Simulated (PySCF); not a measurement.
Gas-phase reaction: S + Si = SiS

Computed with PySCF and rigid-rotor harmonic-oscillator thermochemistry at 1 bar. 'Table' is the NASA 1993 thermochemical table (part measured, part estimated). † marks an energy on the PBE0/def2-TZVP geometry and frequencies; other levels use their own. MP2 and CCSD(T) freeze the core. 6-31G* has spherical d functions here. Open shells (unrestricted): S (multiplicity 3, electronic degeneracy 9), Si (multiplicity 3, electronic degeneracy 9); the rest are closed-shell singlets. Spin-orbit splitting is ignored; it lowers the true energy and changes the entropy of S, Si. B3LYP is the form with VWN-RPA correlation. MP2 isn't extrapolated to the basis-set limit; its ΔH°(298 K) is -560.4 kJ in def2-SVP and -605.0 kJ in def2-TZVPP. CCSD(T) isn't extrapolated to the basis-set limit; its ΔH°(298 K) is -546.2 kJ in def2-SVP and -580.9 kJ in def2-TZVPP. The harmonic model lacks anharmonicity and excited electronic states, which grow with temperature; levels with a mode under 35 cm⁻¹ are left out. The table's entry may be an old estimate for SiS (not checked at source). Warning, large T1 diagnostic: SiS (CCSD(T)/def2-TZVPP†).

```
level                ΔH°(298 K), kJ  minus table  ΔG°(2500 K), kJ
-------------------  --------------  -----------  ---------------
table                        -621.0            -           -315.7
B3LYP/6-31G*                 -573.1         47.9           -265.7
CCSD(T)/def2-TZVPP†          -580.9         40.1           -272.4
M06-2X/def2-TZVP†            -617.4          3.6           -308.9
MP2/def2-SVP†                -560.4         60.6           -251.9
PBE0/def2-QZVP†              -597.0         24.0           -288.5
LDA/def2-TZVP†               -708.8        -87.8           -400.3
```
